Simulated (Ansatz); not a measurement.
**B2H (doublet): the correlation ladder at distance B1–B2 = 1.376 Å, 6-31G**

Aim: climb from Hartree-Fock through coupled cluster and multireference methods for B2H (doublet) at one geometry and basis, and see what each rung misses.

Program: Ansatz 0.2.0, Gaussian basis. Level of theory: 6-31G, core rule «outside noble gas», up to 2 orbitals frozen. These are calculated values, not measurements.

Plan: UHF; CCSD(T) on ROHF; CCSD(T) on UHF; BCCD(T) on ROHF; CISD; CCSDT(Q) on ROHF; CCSDT(Q) on UHF; CISDTQ; CCSDTQ on ROHF; CCSDTQ on UHF; CASSCF and MRCISD+Q, 3 electrons in 3 orbitals; CASSCF and NEVPT2, 3 electrons in 3 orbitals; CASSCF and MRCISD+Q, 7 electrons in 9 orbitals; CASSCF and MRCISD+Q(relaxed), 7 electrons in 9 orbitals; CASSCF and NEVPT2, 7 electrons in 9 orbitals; Full CI.

13 further runs of the same task are left out: 10 that didn't finish, 3 set aside as unsound or not needed.

## 1. What is computed

The geometry derives from a PBE0/def2-TZVP stationary point (not a proven minimum). One bond is set to the value named and the two fragments are kept rigid.

3 atoms, charge 0, spin multiplicity 2.

Atoms are counted from 1 here; the program's logs count them from 0.

Bond lengths: B1–B2 1.376 Å, B1–H3 1.177 Å. Angles: B2–B1–H3 180.0°.

## 2. UHF

Contents of in.yaml:

```yaml
crystal:
  periodic: [false, false, false]
  atoms:
    - {symbol: B, position_ang: [0.000000, 0.000000, 0.066185]}
    - {symbol: B, position_ang: [0.000000, 0.000000, -1.309815]}
    - {symbol: H, position_ang: [0.000000, 0.000000, 1.243629]}
basis:
  gaussian: {orbitals: 6-31G}
magnetization: {spin_polarized: true, initial_magnetization: 1}
hamiltonian: {xc: hf}
output: {orbitals: {seedname: orbitals}}
```

Launch:

```
ansatz run in.yaml --threads 1 --pin off --events-out ev --progress --plain --max-ram 2393MiB
```

Further steps of the session: CCSD(T) on ROHF; CCSD(T) on UHF; BCCD(T) on ROHF; CISD; CCSDT(Q) on ROHF; CCSDT(Q) on UHF; CISDTQ; CCSDTQ on ROHF; CCSDTQ on UHF; CASSCF and MRCISD+Q, 3 electrons in 3 orbitals; CASSCF and NEVPT2, 3 electrons in 3 orbitals; CASSCF and MRCISD+Q, 7 electrons in 9 orbitals; CASSCF and MRCISD+Q(relaxed), 7 electrons in 9 orbitals; CASSCF and NEVPT2, 7 electrons in 9 orbitals; Full CI.

Q: Predict the results of all the runs planned. Wanted: FCI below the RHF energy; RMP2 from FCI; UMP2 from FCI; RCCSD from FCI; RCCSD(T) from FCI; UCCSD(T) from FCI; RCCSDT(Q) from FCI; UCCSDT(Q) from FCI; NEVPT2 valence from FCI.

The runs gave:

```
                          quantity                                                                                                                        value
          FCI below the RHF energy                                                                                                                   -2.9075 eV
                     RMP2 from FCI                                                                                                                 +91.4 kJ/mol
                     UMP2 from FCI                                                                                                                 +22.5 kJ/mol
                    RCCSD from FCI                                                                                                                 +20.6 kJ/mol
                 RCCSD(T) from FCI                                                                                                                 +13.2 kJ/mol
                 UCCSD(T) from FCI                                                                                                                -110.2 kJ/mol
                RCCSDT(Q) from FCI                                                                                                                  -0.3 kJ/mol
                UCCSDT(Q) from FCI                                                                                                                  -0.3 kJ/mol
           NEVPT2 valence from FCI                                                                                                                 +22.0 kJ/mol
         MRCISD+Q valence from FCI                                                                                                                  +0.5 kJ/mol
MRCISD+Q(relaxed) valence from FCI                                                                                                                  -0.1 kJ/mol
 levels within 1 kcal/mol (43 meV)  RCCSDT, UCCSDT, CISDTQ, RCCSDT(Q), UCCSDT(Q), RCCSDTQ, UCCSDTQ, MRCISD valence, MRCISD+Q valence, MRCISD+Q(relaxed) valence
                     T1 diagnostic                                                                                                                        0.024
    effectively unpaired electrons                                                                                                                         3.02
```

**Reading.** RCCSD(T) misses by +13.2 kJ/mol, 4.7 % of the correlation energy. CCSD(T) misses by +13.2 kJ/mol on the restricted determinant and by -110.2 kJ/mol on the unrestricted one; the two need not hold the same state or core. UCCSD, UCCSD(T), RCCSDT(Q), UCCSDT(Q) fall below full CI: unrestricted runs freeze a spin-polarised core, another one than full CI's, and coupled cluster isn't variational. The occupations show strong static correlation (3.0 unpaired electrons where one determinant has 1). Of the multireference levels listed MRCISD+Q(relaxed) valence comes nearest in total energy (-0.1 kJ/mol), which doesn't show that its space is the better one. These misses are within one basis, not against nature; the frozen cores of restricted and unrestricted runs differ, which can shift their rows.
